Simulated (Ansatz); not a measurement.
methane (SMILES C) moved off its minimum; all values from Ansatz (a program for electronic structure), cores frozen in correlated methods.
(charge 0, multiplicity 1)
```xyz
5

C     -0.05440     0.02385     0.06514
H     -0.70559    -0.32446    -0.73930
H      0.12303     1.09163    -0.02455
H     -0.26177    -0.27485     0.94523
H      0.98806    -0.49085    -0.27115
```

Forces at B3LYP/def2-TZVPP (eV/Å):

```
atom      Fx      Fy      Fz
----  ------  ------  ------
C1     4.475   0.626  -7.691
H2    -0.398   0.184   0.449
H3    -0.212   0.059   0.149
H4    -1.761  -2.029   6.106
H5    -2.103   1.160   0.986
```

### Question
Give the forces (eV/Å), the total energy and the dipole at CCSD(T)/aug-cc-pVTZ.

### Answer

```tsv
atom	Fx	Fy	Fz
C1	4.533	0.635	-7.769
H2	-0.435	0.167	0.411
H3	-0.204	0.111	0.143
H4	-1.802	-2.072	6.237
H5	-2.092	1.159	0.979
```
Energy -40.4168 hartree, dipole 0.05 D.
